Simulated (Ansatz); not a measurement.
Molecule: ClF, charge 0, multiplicity 1. 
Coordinates optimised at B3LYP-D3(BJ)/def2-TZVP (Ansatz, an electronic-structure program):
SMILES: FCl
```xyz
2

F      0.0000     0.0000    -1.0729
Cl     0.0000     0.0000     0.5680
```
Charge 0, spin multiplicity 1.

Quantity: vertical ionisation energy (to the doublet state of charge +1; each state is the SCF solution reached for its spin), in eV. Valence correlation only, unless marked. Open shells are spin-unrestricted. No spin-orbit coupling. No relativistic terms. CBS marks a two-point X^-3 extrapolation of the correlation energy; Hartree-Fock from the larger set.

```json
[
 {"level": "SVWN5/def2-TZVPD", "program": "Ansatz", "vertical ionisation energy (eV)": "[?]"},
 {"level": "B3LYP/def2-TZVPD", "program": "Ansatz", "vertical ionisation energy (eV)": "[?]"},
 {"level": "CCSD/aug-cc-pV(D+d)Z", "program": "Ansatz", "vertical ionisation energy (eV)": "[?]"},
 {"level": "CCSD/def2-SVPD", "program": "Ansatz", "vertical ionisation energy (eV)": "12.72"},
 {"level": "CCSD/aug-cc-pV(T+d)Z", "program": "Ansatz", "vertical ionisation energy (eV)": "12.75"},
 {"level": "CCSD/def2-TZVPPD", "program": "Ansatz", "vertical ionisation energy (eV)": "12.72"},
 {"level": "CCSD/aug-cc-pV(Q+d)Z", "program": "Ansatz", "vertical ionisation energy (eV)": "12.85"},
 {"level": "CCSD(T)/CBS(aug-cc-pV(T+d)Z,aug-cc-pV(Q+d)Z)", "program": "Ansatz", "vertical ionisation energy (eV)": "[?]"}
]
```

Q: Some entries are withheld; supply them.

A: 
- SVWN5/def2-TZVPD, vertical ionisation energy (eV): 12.69
- B3LYP/def2-TZVPD, vertical ionisation energy (eV): 12.76
- CCSD/aug-cc-pV(D+d)Z, vertical ionisation energy (eV): 12.62
- CCSD(T)/CBS(aug-cc-pV(T+d)Z,aug-cc-pV(Q+d)Z), vertical ionisation energy (eV): 12.90
